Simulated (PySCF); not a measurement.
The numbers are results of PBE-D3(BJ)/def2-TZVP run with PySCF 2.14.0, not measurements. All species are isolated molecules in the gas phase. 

Reference species (SMILES): `[CH3]` (neutral, multiplicity 2).

```yaml
highest_occupied_spin_orbital: -5.38 eV
```

Changed species: `C[O]` (radical fragment; the reference has radical fragment).

### Question
Give the shifts of the highest occupied spin orbital.

### Answer
the highest occupied spin orbital drops by 0.57 eV, to -5.95 eV.
